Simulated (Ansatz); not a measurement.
**H₂F (doublet): from Hartree-Fock to the top rungs at distance H1–H2 along a hydrogen transfer = 0.964 Å, cc-pVDZ**

Aim: climb from Hartree-Fock through coupled cluster and multireference methods for H₂F (doublet) at one geometry and basis, and see what each rung misses.

Program: Ansatz 0.2.0, Gaussian basis. Level of theory: cc-pVDZ, core rule «outside noble gas», up to 1 orbitals frozen. These are calculated values, not measurements.

To be run: UHF; CCSD(T) on ROHF; CCSD(T) on UHF; BCCD(T) on ROHF; CISD; CCSDT(Q) on ROHF; CCSDT(Q) on UHF; CCSDTQ on ROHF; CCSDTQ on UHF; CASSCF and MRCISD+Q, 3 electrons in 3 orbitals; CASSCF and NEVPT2, 3 electrons in 3 orbitals; CASSCF and MRCISD+Q, 9 electrons in 6 orbitals; CASSCF and MRCISD+Q(relaxed), 9 electrons in 6 orbitals; CASSCF and NEVPT2, 9 electrons in 6 orbitals; Full CI.

### 1 The system

The geometry derives from fragments relaxed apart (PBE0/def2-TZVP) and kept rigid, so it is no stationary point. A hydrogen atom is moved between rigid fragments.

3 atoms, charge 0, spin multiplicity 2.

Atoms are counted from 1 here; the program's logs count them from 0.

Bond lengths: H2–F3 0.937 Å.

### 2 UHF

Contents of in.yaml:

```yaml
crystal:
  periodic: [false, false, false]
  atoms:
    - {symbol: H, position_ang: [0.000000, 0.000000, -0.955000]}
    - {symbol: H, position_ang: [0.000000, 0.000000, 0.009000]}
    - {symbol: F, position_ang: [0.000000, 0.000000, 0.946000]}
basis:
  gaussian: {orbitals: cc-pVDZ}
magnetization: {spin_polarized: true, initial_magnetization: 1}
hamiltonian: {xc: hf}
output: {orbitals: {seedname: orbitals}}
```

Command:

```
$ ansatz run in.yaml --threads 1 --pin off --events-out ev --progress --plain --max-ram 5632MiB --backend cpu
```

Further steps of the session: CCSD(T) on ROHF; CCSD(T) on UHF; BCCD(T) on ROHF; CISD; CCSDT(Q) on ROHF; CCSDT(Q) on UHF; CCSDTQ on ROHF; CCSDTQ on UHF; CASSCF and MRCISD+Q, 3 electrons in 3 orbitals; CASSCF and NEVPT2, 3 electrons in 3 orbitals; CASSCF and MRCISD+Q, 9 electrons in 6 orbitals; CASSCF and MRCISD+Q(relaxed), 9 electrons in 6 orbitals; CASSCF and NEVPT2, 9 electrons in 6 orbitals; Full CI.

Q: Predict the results of all the runs planned. Wanted: FCI below the RHF energy; RMP2 from FCI; UMP2 from FCI; RCCSD from FCI; RCCSD(T) from FCI; UCCSD(T) from FCI; RCCSDT(Q) from FCI; UCCSDT(Q) from FCI; NEVPT2 pair from FCI.

**Answer**, as computed:

| quantity | value |
| --- | --- |
| FCI below the RHF energy | -6.0119 eV |
| RMP2 from FCI | +6.03 kcal/mol |
| UMP2 from FCI | +6.18 kcal/mol |
| RCCSD from FCI | +1.92 kcal/mol |
| RCCSD(T) from FCI | +0.37 kcal/mol |
| UCCSD(T) from FCI | +0.35 kcal/mol |
| RCCSDT(Q) from FCI | 0.00 kcal/mol |
| UCCSDT(Q) from FCI | -0.01 kcal/mol |
| NEVPT2 pair from FCI | +5.16 kcal/mol |
| MRCISD+Q pair from FCI | +0.97 kcal/mol |
| NEVPT2 valence from FCI | +14.91 kcal/mol |
| levels within 1 kcal/mol (43 meV) | RCCSD(T), UCCSD(T), BCCD(T), RCCSDT, UCCSDT, RCCSDT(Q), UCCSDT(Q), RCCSDTQ, UCCSDTQ, MRCISD+Q pair, MRCISD+Q valence, MRCISD+Q(relaxed) valence |
| T1 diagnostic | 0.018 |
| effectively unpaired electrons | 1.01 |

**Reading.** RCCSD(T) lands +0.37 kcal/mol from the yardstick (0.3 % of the correlation energy). One determinant dominates. Of the multireference levels listed MRCISD+Q(relaxed) valence comes nearest in total energy (+0.26 kcal/mol), which doesn't show that its space is the better one. These misses are within one basis, not against nature; the frozen cores of restricted and unrestricted runs differ, which can shift their rows.
